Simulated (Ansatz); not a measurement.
One geometry of AlMe2H (C2H7Al), several levels of theory.

```yaml
crystal:
  periodic: [false, false, false]
  atoms:
    - {symbol: Al, position_ang: [-0.385582, -0.657288, -0.002321]}
    - {symbol: C, position_ang: [1.568403, -0.663493, -0.001312]}
    - {symbol: H, position_ang: [1.957771, -0.196455, 0.911136]}
    - {symbol: H, position_ang: [1.966750, -0.068913, -0.831292]}
    - {symbol: H, position_ang: [2.005440, -1.662387, -0.069105]}
    - {symbol: C, position_ang: [-1.343835, 1.045571, 0.005863]}
    - {symbol: H, position_ang: [-1.151199, 1.601229, -0.919794]}
    - {symbol: H, position_ang: [-0.997582, 1.694218, 0.818254]}
    - {symbol: H, position_ang: [-2.426929, 0.940282, 0.102132]}
    - {symbol: H, position_ang: [-1.193248, -2.032764, -0.013581]}
basis:
  gaussian: {orbitals: def2-TZVP, initial_orbitals: start.molden}
hamiltonian: {xc: pbe}
correlation: {method: rpa}
scf: {omitted_lower_state_checks: [starts]}
```

The file start.molden holds the orbitals of an earlier run on this structure, at another level or in another basis.

```sh
$ ansatz run in.yaml --threads 4 --pin off --events-out ev --progress --plain --max-ram 3916MiB
```

Output, abridged:

```
Functional definition: PBE
963 factors; integrals over basis functions are off by at most 1.3e-3 eV
mean field evaluation 1: about -8779.0596 eV, gradient 8.2e0 eV
mean field evaluation 2: about -8779.1244 eV, gradient 7.1e-2 eV
mean field evaluation 4: about -8779.1167 eV, gradient 7.3e-5 eV
mean field -8779.11666677 eV, -322.6265868048 hartree, gradient 7.2e-6 eV, S^2 0.000000; 0 other end points of the search recorded, 0 dependent functions left out
7 core orbitals not correlated: weight in the atoms' cores, before any rotation towards them, 1.000 or more for the frozen orbitals, at most 0.000 for the correlated occupied ones
reference -8754.85167874 eV, -321.7348649422 hartree; 9, 9 occupied and 125, 125 virtual orbitals, 963 factors
Total energy: -8775.57815073 eV, -322.4965487388 hartree
Checks for a lower state left out: starts
```

Hardware: 4 threads of Arm Neoverse V2 on a shared host. Wall time 1.3 s.

The first input with `gaussian: {orbitals: 6-31G}`, `hamiltonian: {xc: {name: B3LYP}, dispersion: d4}`, `output: {orbitals: {seedname: orbitals}}` and without the key `correlation` (abridged; 0.35 s):

```
Functional definition: B3LYP
mean field -8784.69281109 eV, -322.8315063290 hartree, gradient 1.6e-5 eV, S^2 0.000000
Total energy: -8784.91144534 eV, -322.8395409893 hartree
Checks for a lower state left out: starts
```

As the first input, with `hamiltonian: {xc: r2scan, dispersion: d4}`, `output: {orbitals: {seedname: orbitals}}` and without the key `correlation` (abridged; 1.5 s):

```
Functional definition: r2SCAN
mean field -8784.03865597 eV, -322.8074665717 hartree, gradient 2.4e-5 eV, S^2 0.000000
Total energy: -8784.07257540 eV, -322.8087130877 hartree
Checks for a lower state left out: starts
```

As the first input, with `gaussian: {orbitals: 6-31G}`, `hamiltonian: {xc: hf}`, `output: {orbitals: {seedname: orbitals}}` and without the key `correlation` (abridged; 0.15 s):

```
Functional definition: HF
mean field -8752.89209230 eV, -321.6628514689 hartree, gradient 2.8e-5 eV, S^2 0.000000
Total energy: -8752.89209230 eV, -321.6628514689 hartree
Checks for a lower state left out: starts
```

As the first input, with `hamiltonian: {xc: {text: "exchange = 0.50*pbe_x + 0.50*exact_x\ncorrelation = pbe_c"}}`, `output: {orbitals: {seedname: orbitals}}` and without the key `correlation` (abridged; 0.85 s):

```
Functional definition: unnamed
mean field -8781.58971274 eV, -322.7174695677 hartree, gradient 9.2e-6 eV, S^2 0.000000
Total energy: -8781.58973466 eV, -322.7174703734 hartree
Checks for a lower state left out: starts
```

As the first input, with `hamiltonian: {xc: pbe0, dispersion: d4}`, `output: {forces: true, orbitals: {seedname: orbitals}}` and without the key `correlation` (abridged; 1.1 s):

```
Functional definition: PBE0
mean field -8780.28945924 eV, -322.6696861330 hartree, gradient 6.1e-6 eV, S^2 0.000000
Total energy: -8780.40419932 eV, -322.6739027534 hartree
Atom 0 force    -0.002742    -0.004941    -0.000261 eV/Å
Atom 1 force     0.059730     0.013835     0.003915 eV/Å
Atom 2 force    -0.019634    -0.004415     0.006550 eV/Å
Atom 3 force    -0.019766    -0.003166    -0.007209 eV/Å
Atom 4 force    -0.020324    -0.008401    -0.002035 eV/Å
Atom 5 force    -0.017533     0.058862    -0.005173 eV/Å
Atom 6 force     0.005812    -0.019453    -0.006180 eV/Å
Atom 7 force     0.007062    -0.018528     0.007439 eV/Å
Atom 8 force     0.002681    -0.021829     0.002845 eV/Å
Atom 9 force     0.004715     0.008036     0.000108 eV/Å
Dipole moment:     0.072580     0.123619     0.001008 e Å
Checks for a lower state left out: starts
```

The first input with `hamiltonian: {xc: {name: wB97M-V}}`, `output: {orbitals: {seedname: orbitals}}` and without the key `correlation` (abridged; 2.9 s):

```
Functional definition: wB97M-V
mean field -8784.15358901 eV, -322.8116902830 hartree, gradient 8.6e-6 eV, S^2 0.000000
Total energy: -8784.15364148 eV, -322.8116922110 hartree
Checks for a lower state left out: starts
```

Geometry: r2SCAN-D4/def2-TZVP.

B3LYP takes the VWN-RPA correlation. Correlated methods freeze 7 core orbitals.
